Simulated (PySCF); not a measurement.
AlClF2, optimised at B3LYP/6-31G*:

```xyz
4

Al     0.3632    -0.1435    -0.2378
Cl    -0.1285     0.9040    -1.9688
F     -0.1484    -1.6889    -0.0252
F      1.2685     0.5638     0.9350
```

Energies from PySCF (xtb for GFN2), thermal terms from the rigid-rotor harmonic-oscillator model, ideal gas at 1 bar. 6-31G* has spherical d functions here. All species are closed-shell singlets. B3LYP is the form with VWN-RPA correlation.

Problem. List the harmonic frequencies (cm⁻¹, unscaled) at this level and at the other levels, each on its own geometry.

Solution. 
- B3LYP/6-31G*: 190, 240, 262, 501, 841, 972
- GFN2-xTB: 146, 189, 264, 502, 792, 837
- HF/6-31G*: 200, 255, 282, 527, 883, 1020
- PBE/def2-SVP: 183, 227, 253, 499, 823, 948
- PBE0/def2-TZVP: 184, 234, 263, 511, 834, 952
